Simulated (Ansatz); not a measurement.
System: Cs₃Bi₂Br₉ (P-3m1, No. 164). Method: r²SCAN+rVV10 (PAW; Ansatz, a quantum-chemistry and plane-wave program).

Numerical settings: plane-wave cutoff 560 eV, 6×6×4 k mesh (along the axes of the cell as run), Fermi–Dirac smearing 0.01 eV, scalar-relativistic PAW data made under PBE.

Cell (relaxed at this level):

```cif
data_Bi2Br9Cs3
_chemical_formula_sum 'Br9 Cs3 Bi2'
_space_group_name_H-M_alt 'P 1'
_space_group_IT_number 1
_cell_length_a 7.89371
_cell_length_b 7.89371
_cell_length_c 9.79662
_cell_angle_alpha 90.000
_cell_angle_beta 90.000
_cell_angle_gamma 120.000
loop_
_space_group_symop_operation_xyz
  'x, y, z'
loop_
_atom_site_label
_atom_site_type_symbol
_atom_site_fract_x
_atom_site_fract_y
_atom_site_fract_z
_atom_site_occupancy
Br1 Br 0.50000 0.50000 0.00000 1
Br2 Br 0.50000 0.00000 0.00000 1
Br3 Br 0.00000 0.50000 0.00000 1
Br4 Br 0.32738 0.16369 0.34077 1
Br5 Br 0.83631 0.16369 0.34077 1
Br6 Br 0.83631 0.67262 0.34077 1
Br7 Br 0.16369 0.32738 0.65923 1
Br8 Br 0.16369 0.83631 0.65923 1
Br9 Br 0.67262 0.83631 0.65923 1
Cs1 Cs 0.66667 0.33333 0.66401 1
Cs2 Cs 0.33333 0.66667 0.33599 1
Bi1 Bi 0.66667 0.33333 0.19327 1
Bi2 Bi 0.33333 0.66667 0.80673 1
Cs3 Cs 0.00000 0.00000 0.00000 1
```

Estimate the band gap that the calculation returns.


- band gap = 2.76 eV (on the SCF k mesh)

Spin–orbit coupling is not included; with these elements it can move the gap by several tenths of an eV or more.

Static lattice: no zero-point or thermal effects.

Cost on a shared machine: roughly 15 core-minutes.
